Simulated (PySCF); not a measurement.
## Ionisation energy of C by level of theory

C [He] 2s2 2p2 (3P) → C⁺ [He] 2s2 2p1 (2P), as a difference of total energies. Calculation: PySCF 2.14, in aug-cc-pVDZ-DK (4s3p2d, 23 functions); the spin-free X2C one-electron Hamiltonian (Gaussian nucleus). Correlated levels: valence: 1s2 frozen. The calculations carry no spin-orbit coupling.

```csv
method,ionisation energy (eV),error (eV)
UHF,10.812,-0.450
M06-2X,11.343,+0.081
BP86,11.610,+0.348
MP2 (valence),11.140,-0.122
SCS-MP2 (valence),11.032,-0.230
CCSD (valence),11.046,-0.216
CCSD(T) (valence),11.062,-0.200
```

Reference: 11.262 eV (measured; NIST levels, between the centres of gravity of the two terms).

Errors of the correlated levels include the incompleteness of this basis and the frozen core.
